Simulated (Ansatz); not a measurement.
Geometry optimisation, Ansatz, RKS BLYP-D4/def2-SVP.

The input (input.yaml):

```yaml
crystal:
  periodic: [false, false, false]
  atoms:
    - { symbol: "N", position_ang: [-0.4317, -0.1824, -0.7857] }
    - { symbol: C, position_ang: [0.4555, -0.1381, 0.2984] }
    - { symbol: F, position_ang: [-0.0861, 0.6921, 1.2272] }
    - { symbol: H, position_ang: [-0.71374, -1.11347, -0.87104] }
    - { symbol: H, position_ang: [0.15173, -0.08197, -1.67661] }
    - { symbol: H, position_ang: [0.5739, -1.1169, 0.7293] }
    - { symbol: H, position_ang: [1.4622, 0.2488, -0.006] }
basis:
  gaussian: { orbitals: def2-SVP }
hamiltonian:
  xc: blyp
  dispersion: d4
relax:
  f_tol: 0.015
  max_steps: 40
```

Run as:

```bash
$ ansatz run input.yaml --threads 1 --pin off --max-ram 2048MiB --backend cpu --events-out ev --progress --plain --runs-dir out
```

Problem. Where does it end, and by what steps?

Solution. The run converged. After 13 steps the energy has fallen by 0.569 eV; N1 moved furthest, 0.59 Å.

```csv
step,energy less start (eV),largest force component (eV/Å),accepted
0,0.0000,3.141,yes
1,-0.2836,0.970,yes
2,-0.2799,1.596,no
3,-0.3438,0.247,yes
4,-0.3549,0.340,yes
5,-0.3678,0.564,yes
6,-0.2297,3.245,no
7,-0.4021,0.571,yes
8,-0.4689,0.973,yes
9,-0.5413,0.907,yes
10,-0.5645,0.322,yes
11,-0.5690,0.061,yes
12,-0.5687,0.159,no
13,-0.5695,0.013,yes
```

```xyz
7
Properties=species:S:1:pos:R:3
N -0.030 -0.576 -0.969
C 0.546 -0.212 0.278
F -0.209 0.740 1.021
H -0.957 -1.003 -0.853
H -0.130 0.233 -1.595
H 0.644 -1.112 0.922
H 1.548 0.238 0.111
```

Whether the end is a true minimum wasn't checked by a vibrational analysis.

The run took 17 s on 1 thread of Arm Neoverse V2, with other jobs on the host, peak memory 0.12 GiB.
